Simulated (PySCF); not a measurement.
Reaction (SMILES): FCF + 2 [H][H] (H2) → C (CH4) + 2 F (HF)
B3LYP-D3(BJ)/def2-TZVP geometries, fixed; electronic energies without zero-point terms.
Largest species:
```xyz
5

C      0.0044     0.0053     0.5043
F     -0.0170     1.1024    -0.3021
F      0.0119    -1.1085    -0.2792
H     -0.9025    -0.0002     1.1113
H      0.9218     0.0234     1.0951
```

Basis-set convergence of the energy of full hydrogenation at B3LYP with PySCF. All functions are spherical. Density fitting with generated auxiliary sets. No added dispersion term, no relativity. Functions are those of the species that has most. Reference: the value in pcseg-3, -44.17 kcal/mol, itself unsure by roughly 1.11 kcal/mol (its mean distance from def2-QZVPP, cc-pVQZ). Deviations are taken from unrounded values.

```
basis        functions  energy of full hydrogenation (kcal/mol)  minus reference (kcal/mol)
-----------  ---------  ---------------------------------------  --------------------------
6-31G**             52                                   -28.09                       16.09
cc-pVDZ             52                                   -32.09                       12.08
pcseg-1             52                                   -36.24                        7.93
aug-pcseg-1         87                                   -42.82                        1.35
cc-pVTZ            118                                   -39.92                        4.25
pcseg-2            118                                   -43.78                        0.39
def2-TZVPP         121                                   -42.68                        1.49
def2-TZVPD         135                                   -42.58                        1.59
aug-cc-pVTZ        184                                   -44.01                        0.16
aug-pcseg-2        184                                   -44.32                       -0.15
cc-pVQZ            225                                   -42.40                        1.78
def2-QZVPP         231                                   -43.73                        0.44
pcseg-3            246                                   -44.17                        0.00
```
